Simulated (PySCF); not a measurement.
Gas-phase reaction: (CH3)3N + Si(CH3)4 + C3H8 ⇌ H3SiN(CH3)2 + 2 C4H10 (n-butane)

Computed with PySCF and rigid-rotor harmonic-oscillator thermochemistry at 1 bar. † marks an energy on the PBE0/def2-TZVP geometry and frequencies; other levels use their own. MP2 freezes the core. All species are closed-shell singlets. MP2 isn't extrapolated to the basis-set limit.

MP2/def2-SVP† gives ΔH°(298 K) = 37 kJ.

**Question.** What do BLYP/def2-TZVP†, ωB97M-V/def2-TZVP†, PBE0/def2-TZVP give?

**Answer.** BLYP/def2-TZVP†: 64 kJ; ωB97M-V/def2-TZVP†: 72 kJ; PBE0/def2-TZVP: 68 kJ. For scale, ΔH°(298 K) is 37 kJ at this level, 72 kJ at ωB97M-V/def2-TZVP†, and runs from -162 to 78 kJ over the 18 levels computed.
